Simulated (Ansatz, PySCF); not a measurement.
System: OF (charge 0, doublet). 
Structure (B3LYP-D3(BJ)/def2-TZVP (Ansatz, a program for electronic structure) minimum search):
SMILES: [O]F
```xyz
2

O      0.0000     0.0000    -0.7142
F      0.0000     0.0000     0.6348
```
Charge 0, spin multiplicity 2.

Total electronic energies in hartree. Correlated levels leave the core frozen unless marked. Open shells are spin-unrestricted. No spin-orbit coupling. Non-relativistic. CBS marks a two-point X^-3 extrapolation of the correlation energy; Hartree-Fock from the larger set (for Q and 5 zeta extrapolated as (X+1)exp(-9√X)).

```json
[
 {"level": "HF/cc-pVQZ", "program": "Ansatz", "energy (Eh)": "-174.20651"},
 {"level": "HF-D3(BJ)/def2-TZVPD", "program": "PySCF + dftd3", "energy (Eh)": "-174.20580"},
 {"level": "SVWN5/def2-TZVPD", "program": "Ansatz", "energy (Eh)": "-173.78889"},
 {"level": "BLYP-D3(BJ)/def2-TZVPD", "program": "Ansatz + dftd3", "energy (Eh)": "-174.95513"},
 {"level": "BLYP/def2-TZVPD", "program": "Ansatz", "energy (Eh)": "-174.95469"},
 {"level": "revPBE-D3(BJ)/def2-TZVPD", "program": "Ansatz + dftd3", "energy (Eh)": "-174.91174"},
 {"level": "r2SCAN/def2-TZVPD", "program": "Ansatz", "energy (Eh)": "-174.88056"},
 {"level": "B3LYP-D3(BJ)/def2-TZVPD", "program": "Ansatz + dftd3", "energy (Eh)": "-174.95640"},
 {"level": "PBE0-D4/def2-TZVPD", "program": "Ansatz + dftd4", "energy (Eh)": "[?]"},
 {"level": "TPSSh-D4/def2-TZVPD", "program": "PySCF + dftd4", "energy (Eh)": "-174.95601"},
 {"level": "TPSSh/def2-TZVPD", "program": "PySCF", "energy (Eh)": "-174.95572"},
 {"level": "CAM-B3LYP-D3(BJ)/def2-TZVPD", "program": "Ansatz + dftd3", "energy (Eh)": "-174.91036"},
 {"level": "RI-MP2/cc-pVQZ", "program": "Ansatz", "energy (Eh)": "-174.69329"},
 {"level": "RI-MP2/def2-TZVPP", "program": "Ansatz", "energy (Eh)": "-174.64590"},
 {"level": "SCS-MP2/cc-pVDZ", "program": "Ansatz", "energy (Eh)": "-174.46244"},
 {"level": "SCS-MP2/cc-pV5Z", "program": "Ansatz", "energy (Eh)": "-174.70908"},
 {"level": "CCSD/def2-SVP", "program": "Ansatz", "energy (Eh)": "-174.32923"},
 {"level": "CCSD(T)/6-31G", "program": "Ansatz", "energy (Eh)": "-174.31508"},
 {"level": "CCSD(T)/6-31G*", "program": "Ansatz", "energy (Eh)": "-174.46383"},
 {"level": "CCSD(T)/cc-pVDZ", "program": "Ansatz", "energy (Eh)": "-174.49789"},
 {"level": "CCSD(T)/cc-pVTZ", "program": "Ansatz", "energy (Eh)": "-174.67003"},
 {"level": "CCSD(T)/cc-pV5Z", "program": "Ansatz", "energy (Eh)": "-174.74204"},
 {"level": "CCSD(T)/CBS(cc-pVQZ,cc-pV5Z)", "program": "Ansatz", "energy (Eh)": "-174.7582"}
]
```

Task: Some entries are withheld; supply them.

Result: 
- PBE0-D4/def2-TZVPD, energy (Eh): -174.78244
